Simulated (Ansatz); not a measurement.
# HPSi, singlet in cc-pVDZ: errors against RCCSDTQ

Geometry: a point of a stretch scan, not a stationary point.

```xyz
3

Si    0.0000   -0.0110    0.9670
P     0.0000   -0.0315   -0.8718
H     0.0000    1.2763   -0.1541
```

Basis cc-pVDZ; Ansatz 0.2.0. Only valence electrons are correlated (noble-gas cores frozen), which leaves 10 electrons in 31 orbitals. R marks a restricted (for open shells ROHF) determinant. Active spaces: valence = (10e, 9o) chosen from the atoms' valence shells; pair = (2e, 2o) about the gap.

Full CI isn't at hand for all of this; RCCSDTQ serves as the reference, and is uncertain by the last step of the cluster series or more.

* UHF ⟨S²⟩: 0.000
* T1 diagnostic (RCCSD): 0.0153
* largest doubles amplitude (RCCSD): 0.092

| level | E − E(RHF) (eV) |
| --- | --- |
| RMP2 | -5.2405 |
| RCCSD | -6.0215 |
| RCCSD(T) | -6.2762 |

(1) Estimate how far RCCSDTQ in cc-pVDZ lies from RCCSD(T). The table doesn't fix it; the size of (T) and the diagnostics are the guide.

(1) RCCSDTQ in cc-pVDZ lies 1.03 kcal/mol below RCCSD(T), which is 18 % of the (T) step (-5.87 kcal/mol). The diagnostics are small and the rest is a small part of (T), but (T) is large here. The miss exceeds 1 kcal/mol.

The other levels:

| level | E − E(RCCSDTQ) (kcal/mol) | share of correlation (%) | wall time |
| --- | --- | --- | --- |
| CISD | 18.75 | 87.13 | 0.49 s |
| BCCD(T) | 1.01 | 99.31 | 0.46 s |
| RCCSDT | 0.47 | 99.68 | – |
| RCCSDT(Q) | 0.00 | 100.00 | 2.4 s |
| CASSCF (valence space) | 98.51 | 32.42 | – |
| NEVPT2 (valence space) | 22.76 | 84.39 | 3.6 s |
| MRCISD (valence space) | 8.08 | 94.46 | – |
| MRCISD+Q (valence space) | 0.41 | 99.72 | 4.9 s |

The correlation energy at RCCSDTQ, counted from RHF, is -6.321 eV. That run took 4.7 s on 2 threads of AMD EPYC 7R13 with a shared H100 80 GB, shared host.

Run but not shown, since their state, orbitals or frozen core can't be matched to the reference's or they repeat it: CASSCF (pair space), NEVPT2 (pair space), MRCISD (pair space), MRCISD+Q (pair space).

Times hold each run's SCF and search for its determinant on a shared host, so for small cases they say little of a method's own cost; they ran on 1 thread of AMD EPYC 7R13. Some runs computed forces too.

Natural occupations of CASSCF (valence space) about the gap: 1.993 1.975 1.963 1.956 1.954 0.053 0.052 0.032 0.021; effectively unpaired electrons, Σ n²(2−n)², 0.05.
